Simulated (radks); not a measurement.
# C⁴⁺ in [He]: an all-electron calculation

Aim: the levels, the sizes of the orbitals and the parts of the energy of the carbon ion C4+.

Program: radks (a radial shooting solver on a logarithmic mesh, Libxc functionals) version 1. Level of theory: non-relativistic Kohn-Sham, exchange-only r2SCAN, spin-unpolarised, spherical densities, point nucleus. These are calculated values, not measurements, unless marked.

### Step 1. The atom as given

| Quantity | Value |
| --- | --- |
| element | carbon (Z = 6) |
| charge | +4 |
| electrons | 2 |
| configuration | [He] |

The outer shells:

C⁴⁺
```
1s [↑↓]
```

### Step 2. The run

Input:

```text
Z 6
configuration [He]
relativity non-relativistic
functional r2scan,
spin unpolarised
nucleus point
```

Q: Predict the outcome of this run.

As calculated:

```
                        quantity                 value
                    total energy     -32.36571 hartree
exchange-correlation share of it               10.90 %
                            −T/E                1.0000
          highest occupied level        1s, -360.73 eV
    most extended occupied level  1s, <r> = 0.267 bohr
 radius at density 0.001 e/bohr³             1.06 bohr
    maxima of the radial density                     1
         ionisation energy, NIST    392.09 (theory) eV
```

**Reading.** 1 principal shells are occupied and 1 maxima appear in the radial density. −T/E = 1.0000, near the virial value of 1. The top level binds by 360.73 eV, 92 % of the NIST ionisation energy of 392.09 eV. 
